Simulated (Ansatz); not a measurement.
# CH, doublet: up the ladder of correlation methods

Calculated in Ansatz's Gaussian-basis code; BCCD by scripts on PySCF. Settings: 6-31G; 1 core orbital frozen; no relativity. Perturbation and coupled-cluster methods stand on the Hartree–Fock determinant that coupled cluster favours; RHF here means ROHF, with semicanonical perturbation theory. The state met can change along the bond. The basis is small, far from the limit. The unrestricted determinant is a mixture of spins, so it may stand for another state.

Correlation energy of CCSD(T), then each method's total less that of CCSD(T), in eV:

| case | E corr CCSD(T) | CCSD | BCCD | BCCD(T) | determinant |
| --- | --- | --- | --- | --- | --- |
| 1.120 Å RHF | -1.798 | +0.020 | +0.021 | 0.000 | – |
| 1.120 Å UHF | -1.683 | +0.020 | +0.017 | -0.004 | ⟨S²⟩ = 1.072 |
| 1.512 Å RHF | -2.201 | +0.030 | +0.032 | +0.001 | – |
| 1.512 Å UHF | -2.103 | +0.030 | +0.031 | 0.000 | ⟨S²⟩ = 0.960 |
| 1.736 Å RHF | -2.511 | +0.043 | +0.046 | +0.001 | – |
| 1.736 Å UHF | -2.022 | +0.037 | +0.039 | -0.005 | ⟨S²⟩ = 1.241 |
| 2.240 Å RHF | -3.512 | +0.103 | +0.100 | +0.008 | – |
| 2.912 Å UHF | -1.047 | +0.015 | +0.015 | 0.000 | ⟨S²⟩ = 1.734 |

(1) How far does full CI lie from CCSD(T) in each case, and where is CCSD(T) within 1 kcal/mol (0.043 eV)?

Answers

(1) 1.120 Å RHF: -0.008 eV (within); 1.120 Å UHF: -0.012 eV (within, spin-contaminated determinant); 1.512 Å RHF: -0.011 eV (within); 1.512 Å UHF: -0.012 eV (within); 1.736 Å RHF: -0.015 eV (within); 1.736 Å UHF: -0.021 eV (within, spin-contaminated determinant); 2.240 Å RHF: -0.008 eV (within); 2.912 Å UHF: -0.030 eV (within, spin-contaminated determinant).

Several Brueckner solutions were met.
